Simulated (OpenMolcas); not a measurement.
A ladder of methods for AlH2Cl (SMILES [H][Al]([H])[Cl])

AlH2Cl has 4 atoms, charge 0, and is taken as a singlet. As SMILES, `[H][Al]([H])[Cl]`. The shape comes from GFN2-xTB, which is rough for such elements, and wasn't checked as a minimum.

```xyz
4

Al    0.0498    0.0829   -0.0022
H     1.5870    0.1095    0.0133
H    -0.6511    1.4514   -0.0195
Cl   -0.9857   -1.6439    0.0084
```

Each level gives the energy change with the Al1–H2 bond stretched from 1.538 to 2.691 Å (eV). The values are calculated.

| level | kind | program | value (eV) | less FCI/STO-3G | CPU time (all runs) |
| --- | --- | --- | --- | --- | --- |
| SVWN5/STO-3G (restricted) | LDA | OpenMolcas | 4.56 | +0.36 | 6.4 s |
| r2SCAN/STO-3G (restricted) | meta-GGA | OpenMolcas | 4.74 | +0.54 | 8.8 s |
| M06-2X/STO-3G (restricted) | hybrid meta-GGA | OpenMolcas | 5.24 | +1.04 | 8.1 s |
| B2PLYP/STO-3G (restricted) | double hybrid | OpenMolcas | 4.97 | +0.77 | 6.9 s |
| MP2/STO-3G (restricted) | perturbation theory | OpenMolcas | 5.23 | +1.03 | 3.3 s |
| MRCI(2,2)/STO-3G | multireference | OpenMolcas | 4.21 | +0.01 | 3.7 s |
| ACPF/STO-3G (restricted) | coupled cluster or CI | OpenMolcas | 3.52 | -0.68 | 3.5 s |
| FCI/STO-3G | exact in the basis | OpenMolcas | 4.20 | 0.00 | 8.9 s |

FCI/STO-3G is exact within its basis and frozen core, so for wave-function methods in that basis the difference is their error; functionals converge differently with the basis, so for them it is only a difference. The first shape isn't each level's own minimum. The values span 3.52 to 5.24 eV. All rows use very small basis sets, so even the best lies far from the true value. CPU times are rough (shared hosts, several kinds of processor): they show what a rung costs within a factor of a few.
